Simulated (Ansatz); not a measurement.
# CH2NaO radical (SMILES O[CH][Na]): functionals against CCSD(T) at one geometry

One table from this session's results is given with a row withheld; the runs are named, their logs left out.

Program: Ansatz 0.2.0, Gaussian basis. Level of theory: single points in def2-TZVPP. These are calculated values, not measurements.

Cores are frozen in the correlated methods. The outer core shell of Li, Na, Mg and K is correlated. Orbitals are unrestricted. B3LYP uses VWN-RPA correlation.

## The system as given

SMILES `O[CH][Na]`, 5 atoms, charge 0, spin multiplicity 2.

Atoms are counted from 1 here; the program's logs count them from 0.

Bond lengths: O1–C2 1.360 Å, O1–Na3 2.592 Å, O1–H4 1.025 Å, C2–Na3 2.222 Å, C2–H5 1.178 Å. Angles: C2–O1–Na3 59.0°, C2–O1–H4 110.5°, Na3–O1–H4 153.8°, O1–C2–Na3 89.3°, O1–C2–H5 102.2°, Na3–C2–H5 150.3°, O1–Na3–C2 31.6°.

As a file:

```tsv
atom	x (Å)	y (Å)	z (Å)
O1	0.0712	-0.2761	0.7817
C2	0.3252	0.2524	-0.4454
Na3	-0.9914	1.9726	0.0512
H4	0.1693	-1.2961	0.7611
H5	0.5542	-0.7088	-1.0876
```

The first run:

run/in.yaml reads:

```yaml
crystal:
  periodic: [false, false, false]
  atoms:
    - {symbol: O, position_ang: [0.071200, -0.276100, 0.781700]}
    - {symbol: C, position_ang: [0.325200, 0.252400, -0.445400]}
    - {symbol: Na, position_ang: [-0.991400, 1.972600, 0.051200]}
    - {symbol: H, position_ang: [0.169300, -1.296100, 0.761100]}
    - {symbol: H, position_ang: [0.554200, -0.708800, -1.087600]}
basis:
  gaussian: {orbitals: def2-TZVPP}
magnetization: {spin_polarized: true, initial_magnetization: 1}
correlation: {method: ccsd_t}
scf: {omitted_lower_state_checks: [cluster_reference]}
output: {forces: true}
```

Started as:

```sh
ansatz run in.yaml --threads 4 --pin off --events-out ev --progress --plain --max-ram 5222MiB
```

Steps of the session up to this table: CCSD(T)/def2-TZVPP; PBE0-D4/def2-TZVPP; wB97M-V/def2-TZVPP; r2SCAN-D4/def2-TZVPP; PBE-D4/def2-TZVPP; B3LYP-D4/def2-TZVPP; BHLYP-D4/def2-TZVPP.

One table of the session follows, with a row left open; its other results are not shown here.

| method | RMS force component (eV/Å) | angle to CCSD(T) forces (°) | dipole (D) |
| --- | --- | --- | --- |
| CCSD(T) | 1.706 | reference | 5.54 |
| PBE0-D4 | 1.483 | 12.3 | 4.14 |
| wB97M-V | 1.616 | 5.4 | 5.23 |
| r2SCAN-D4 | 1.454 | 9.8 | 3.60 |
| PBE-D4 | 1.243 | 13.2 | 2.38 |
| B3LYP-D4 | ? | ? | ? |
| BHLYP-D4 | 1.729 | 11.6 | 5.32 |

Estimate the missing values for B3LYP-D4.

As computed: RMS force component (eV/Å): 1.437; angle to CCSD(T) forces (°): 12.5; dipole (D): 3.34. In the column «RMS force component (eV/Å)» it lies between PBE-D4 (1.243) and r2SCAN-D4 (1.454).
